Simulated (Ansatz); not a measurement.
# HAl–CH, quartet: how well a Morse curve fills in a stretch

Starting geometry (PBE0/def2-TZVP stationary point for this spin, which needn't be the lowest; state A''):

```xyz
4

Al    0.0000   -0.0744    0.6134
C     0.0000    0.0101   -1.3080
H     0.0000    1.3217    1.4205
H     0.0000    0.5490   -2.2537
```

Atoms C2, H4 move together along the line of the distance Al1-C2, all else staying in place. Energies are in eV from the starting point at each level.

Basis 6-31G; Ansatz 0.2.0. Only valence electrons are correlated (noble-gas cores frozen).

Full CI is exact within this basis and frozen core; it isn't the basis-set limit.

```tsv
distance Al1-C2 (Å)	full CI	B3LYP
1.544	2.640	2.414
1.763	0.448	0.374
1.923	0.000	0.000
2.107	0.061	0.122
2.373	0.613	0.736
2.689	1.417	1.599
3.113	?	?
3.498	2.490	2.962
4.321	2.572	3.287
5.207	2.582	3.348
6.629	2.587	3.358
```

A Morse curve E(r) = E0 + De (1 − exp(−a (r − re)))² is laid through the three points about the minimum (1.763, 1.923, 2.107 Å), with E0 + De set to the last point:

```csv
level,re (Å),a (1/Å),E0 (eV),De (eV),k = 2 De a² (eV/Å²)
full CI,1.982,1.618,-0.026,2.613,13.7
B3LYP,1.959,1.486,-0.010,3.368,14.9
```

**Question.** Use the full-CI fit to predict the withheld energy at 3.113 Å.

**Answer.** exp(−1.618 × (3.113 − 1.982)) = 0.1604; E = -0.026 + 2.613 × (1 − 0.1604)² = 1.816 eV. Full CI in 6-31G gives 2.214 eV, so the Morse form is 0.398 eV too low there (15.2 % of De). So large a miss says that the curve isn't Morse-like here, as when the state changes its character along the stretch. At the other points past the fit it misses by up to 0.33 eV (at 3.498 Å), so the curve isn't Morse-like throughout. B3LYP gives 2.511 eV.

Kohn–Sham is unrestricted where that lies lower.

De here is the energy of pulling rigid fragments apart in this basis, without relaxation or zero-point terms. The set has no polarisation functions, so bonds come out too long and too weak, most of all with atoms from Na to Ar.

In so small a basis the reference is far from its limit while semilocal and hybrid functionals are nearer theirs, so the functionals' errors here hold much of the reference's basis and frozen-core error, which can add to them or hide them.
